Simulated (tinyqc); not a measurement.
Worked calculation: Born-Oppenheimer dynamics on the RHF/sto-3g surface (energies and gradients from PySCF), for LiH, spin multiplicity 1. Computed by tinyqc, a small Python program that keeps every step (integrals from PySCF). Settings: charge = 0, multiplicity = 1, basis = sto-3g, time step (fs) = 0.5, steps = 24. Command: `OMP_NUM_THREADS=1 python tinyqc.py 31790 31791 out.jsonl` (the two numbers bound the seeds that draw the settings). One thread of a shared host (Intel(R) Xeon(R) Processor @ 2.60GHz), about 1 s of CPU time with the checks.

positions (bohr):
```
,x,y,z
1Li,0.000000,0.000000,0.000000
2H,0.000000,0.000000,3.390169
```

The total energy should stay constant up to terms of order dt^2; the step counts as short enough if it moves by less than 2 % of the largest kinetic energy.

Trajectory:
```
time (fs),1Li-2H (angstrom),potential (hartree),kinetic (hartree),total (hartree)
0.000000,1.794000,-7.85050193,0.00030551,-7.85019642
0.500000,1.793089,-7.85057478,0.00037811,-7.85019666
1.000000,1.786254,-7.85111622,0.00091770,-7.85019851
1.500000,1.773588,-7.85209660,0.00189456,-7.85020203
2.000000,1.755271,-7.85345980,0.00325247,-7.85020732
2.500000,1.731570,-7.85512210,0.00490760,-7.85021450
3.000000,1.702859,-7.85697126,0.00674764,-7.85022362
3.500000,1.669624,-7.85886652,0.00863192,-7.85023460
4.000000,1.632483,-7.86064116,0.01039406,-7.85024710
4.500000,1.592203,-7.86210930,0.01184896,-7.85026035
5.000000,1.549715,-7.86307953,0.01280658,-7.85027295
5.500000,1.506125,-7.86337755,0.01309474,-7.85028281
6.000000,1.462719,-7.86287919,0.01259198,-7.85028721
6.500000,1.420951,-7.86155153,0.01126826,-7.85028327
7.000000,1.382401,-7.85949434,0.00922532,-7.85026902
7.500000,1.348710,-7.85696599,0.00672123,-7.85024476
8.000000,1.321470,-7.85437283,0.00415840,-7.85021443
8.500000,1.302090,-7.85220456,0.00201901,-7.85018555
9.000000,1.291645,-7.85091790,0.00075087,-7.85016703
9.500000,1.290739,-7.85080229,0.00063697,-7.85016532
10.000000,1.299426,-7.85188439,0.00170335,-7.85018104
10.500000,1.317200,-7.85391888,0.00371024,-7.85020864
11.000000,1.343065,-7.85647051,0.00623115,-7.85023935
11.500000,1.375665,-7.85904571,0.00878054,-7.85026516
12.000000,1.413429,-7.86121582,0.01093440,-7.85028142
```

Is the time step short enough?

Yes. The total energy moves within 1.2e-04 hartree, under 2 % of the largest kinetic energy.
